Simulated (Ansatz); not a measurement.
Predict the output of the script below (Ansatz 0.2.0, Python API).

Input file `c5h8f.yaml`:
```yaml
crystal:
  periodic: [false, false, false]
  atoms:
    - { symbol: C, position_ang: [2.0372, -0.7226, -0.1612] }
    - { symbol: C, position_ang: [1.0887, 0.1302, -0.5651] }
    - { symbol: C, position_ang: [-0.2794, 0.1464, -0.0974] }
    - { symbol: C, position_ang: [-1.1563, 1.3064, -0.4457] }
    - { symbol: C, position_ang: [-0.8496, -0.9094, 0.7943] }
    - { symbol: F, position_ang: [-0.4543, -0.7132, 2.0813] }
    - { symbol: H, position_ang: [1.8594, -1.4916, 0.5833] }
    - { symbol: H, position_ang: [3.0439, -0.6527, -0.5624] }
    - { symbol: H, position_ang: [1.3632, 0.889, -1.2968] }
    - { symbol: H, position_ang: [-2.0379, 0.9623, -0.9961] }
    - { symbol: H, position_ang: [-0.6432, 2.0466, -1.0679] }
    - { symbol: H, position_ang: [-1.4932, 1.8125, 0.4648] }
    - { symbol: H, position_ang: [-1.9438, -0.8916, 0.7789] }
    - { symbol: H, position_ang: [-0.5347, -1.9122, 0.49] }
total_charge: 1
basis:
  gaussian: { orbitals: cc-pVDZ }
hamiltonian:
  xc: { name: B97 }
output:
  forces: true
```

The script, `deck_c5h8f.py`:
```python
"""Run C5H8F(+) from an input written out key by key."""

import ansatz as az
import numpy as np
import pandas as pd

session = az.Session.from_deck("c5h8f.yaml")
r = session.plan(threads=1).execute().report

print(f"E = {r['free_energy_ev']:.6f} eV = {r['free_energy_ev'] / 27.211386246:.7f} Ha")
print("converged:", r["converged"], " doubts:", r["published_state_doubts"] or "none")
symbols = ["C", "C", "C", "C", "C", "F", "H", "H", "H", "H", "H", "H", "H", "H"]
field = r["mean_field"]
print("<S^2> =", round(abs(field["state"]["spin_squared"]), 4), " all-electron relativity setting:", field["relativity"])
print("passes:", field["passes"])
if "symmetry" in field:
    print("occupied orbitals by irrep:", field["symmetry"]["occupied"])

print("forces (eV/A)")
for symbol, f in zip(symbols, r["forces_ev_ang"]):
    print(f"  {symbol:2s} {f[0]:9.4f} {f[1]:9.4f} {f[2]:9.4f}")
charges = r["charge_distribution"]
table = pd.DataFrame({"atom": symbols, "mulliken": charges["mulliken_charges_e"], "lowdin": charges["lowdin_charges_e"]})
print(table.round(3).to_string())
print("dipole (e A):", np.round(charges["dipole_moment_e_ang"], 4) + 0.0)
```

```console
$ python deck_c5h8f.py
E = -8020.821707 eV = -294.7597610 Ha
converged: True  doubts: none
<S^2> = 0.0  all-electron relativity setting: none
passes: {'evaluations': 17, 'products': 13}
occupied orbitals by irrep: [{'A': 23}, {'A': 23}]
forces (eV/A)
  C     0.8026   -1.1509    0.5845
  C    -2.0727    1.1570   -0.4726
  C     0.8414    1.3591   -0.4538
  C     1.2339   -0.4105   -0.5270
  C    -0.7886   -1.0914    0.1201
  F     0.6080    0.4824    0.6441
  H    -0.0633   -0.2955    0.2832
  H     0.3456    0.0442   -0.0724
  H    -0.0417    0.2696   -0.0750
  H    -0.5472   -0.2354    0.0260
  H     0.1353    0.0799   -0.1016
  H    -0.3297   -0.0816    0.5310
  H    -0.2863    0.1357   -0.1950
  H     0.1628   -0.2624   -0.2913
   atom  mulliken  lowdin
0     C     0.187   0.290
1     C    -0.007  -0.027
2     C    -0.153   0.115
3     C     0.039   0.087
4     C     0.313  -0.031
5     F    -0.186   0.189
6     H     0.112   0.043
7     H     0.127   0.056
8     H     0.068   0.054
9     H     0.130   0.072
10    H     0.089   0.038
11    H     0.140   0.078
12    H     0.070   0.019
13    H     0.071   0.016
dipole (e A): [ 0.2372  0.0836 -0.684 ]
```

What to keep in mind:
- Total energies depend on the basis set; only differences at equal settings carry meaning.
- The geometry is a force-field or estimated start, not a minimum of this method, and the basis set is short of its limit.
- The Löwdin charges here are taken after orthogonalising the functions within each atom; they differ from plain Löwdin charges, and their signs can be unphysical.
- An ion's dipole depends on the origin; the program takes it about the centre of nuclear charge.
- Hardware and time: 15 s on 1 thread of Arm Neoverse V1, on a shared host, peak memory 0.39 GiB.
